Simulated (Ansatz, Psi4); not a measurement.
Molecule: C₃H₃, charge 0, multiplicity 2. SMILES: [C]#CC
Geometry: optimised at B3LYP-D3(BJ)/def2-TZVP (Ansatz, a first-principles code).

Wanted: atomisation energy, in kcal/mol. Terms: dispersion terms only where a functional's name holds one; atomisation electronic, to ground-state atoms; 6-31G* and kin with 6d, 5d where marked; spin-orbit terms left out; non-relativistic; UHF or UKS for open shells. Ab initio and DFT rows: single points at B3LYP-D3(BJ) geometries (Ansatz).

```tsv
species	coefficient	E at wB97X-D/6-31G* (Psi4), Eh	E at wB97X-V/def2-TZVPD (Ansatz), Eh
[C]#CC	-1	-115.88554	-115.93434
C atom	+3	-37.83024	-37.84665
H atom	+3	-0.50061	-0.50049
```

 1 Eh = 627.5095 kcal/mol.

Problem. Compute it at each level from the table.

Solution. 
- wB97X-D/6-31G*: the sum of coefficient times E is 0.89299 Eh, or 560.36 kcal/mol. Result: 560.4 kcal/mol.
- wB97X-V/def2-TZVPD: the sum of coefficient times E is 0.89292 Eh, or 560.32 kcal/mol. Result: 560.3 kcal/mol.
